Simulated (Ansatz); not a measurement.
A CCSD(T) single point on `C=C(O)C(=C)F`.

```yaml
crystal:
  periodic: [false, false, false]
  atoms:
    - {symbol: C, position_ang: [-0.707171, -1.123948, 1.160143]}
    - {symbol: C, position_ang: [0.072637, -0.277679, 0.487148]}
    - {symbol: O, position_ang: [1.302533, 0.129877, 0.884803]}
    - {symbol: C, position_ang: [-0.316538, 0.323584, -0.787861]}
    - {symbol: C, position_ang: [0.401764, 1.168294, -1.510660]}
    - {symbol: F, position_ang: [-1.529649, -0.061828, -1.205879]}
    - {symbol: H, position_ang: [-0.390597, -1.553414, 2.103415]}
    - {symbol: H, position_ang: [-1.675972, -1.397574, 0.772318]}
    - {symbol: H, position_ang: [1.511471, -0.290971, 1.723460]}
    - {symbol: H, position_ang: [1.377432, 1.470232, -1.161786]}
    - {symbol: H, position_ang: [0.019489, 1.556529, -2.444600]}
basis:
  gaussian: {orbitals: def2-TZVPP}
correlation: {method: ccsd_t}
```

```sh
$ ansatz run in.yaml --threads 4 --pin off --events-out ev --progress --plain --max-ram 10444MiB
```

Log, shortened:

```
Functional definition: HF
1581 factors; integrals over basis functions are off by at most 1.1e-3 eV
mean field evaluation 1: about -8942.0846 eV, gradient 4.1e1 eV
mean field evaluation 2: about -8942.4131 eV, gradient 4.1e1 eV
mean field evaluation 4: about -8946.3189 eV, gradient 4.8e0 eV
mean field evaluation 8: about -8946.3933 eV, gradient 2.9e-1 eV
mean field -8946.39388729 eV, -328.7739112745 hartree, gradient 9.1e-6 eV, S^2 0.000000; 0 other end points of the search recorded, 0 dependent functions left out; unrestricted orbitals would lower it
6 core orbitals not correlated: weight in the atoms' cores, before any rotation towards them, 1.000 or more for the frozen orbitals, at most 0.000 for the correlated occupied ones
reference -8946.39388729 eV, -328.7739112745 hartree; 17, 17 occupied and 233, 233 virtual orbitals, 1581 factors
second order -30.48305423 eV of doubles, -0.00000000 eV of singles
cycle   1  -30.37858115 eV  change    1.0e-1 eV  update   1.2e-1
cycle   2  -31.08044680 eV  change   -7.0e-1 eV  update   3.7e-2
cycle   3  -31.25845887 eV  change   -1.8e-1 eV  update   1.9e-2
cycle   4  -31.24382821 eV  change    1.5e-2 eV  update   4.8e-3
cycle   5  -31.24213236 eV  change    1.7e-3 eV  update   2.0e-3
cycle   6  -31.24361417 eV  change   -1.5e-3 eV  update   5.5e-4
cycle   7  -31.24342298 eV  change    1.9e-4 eV  update   2.1e-4
cycle   8  -31.24328359 eV  change    1.4e-4 eV  update   7.2e-5
cycle   9  -31.24329823 eV  change   -1.5e-5 eV  update   3.0e-5
perturbative correction -1.32228954 eV, -0.0485932442 hartree
Total energy: -8978.95947506 eV, -329.9706745513 hartree
```

Hardware: 4 threads of an Arm Neoverse V2 on a shared host. Wall time 3 min, peak host memory 6.4 GiB.

MP2 recovers 93.6 % of the CCSD(T) correlation energy and the triples give 4.1 %; T1 = 0.0124.
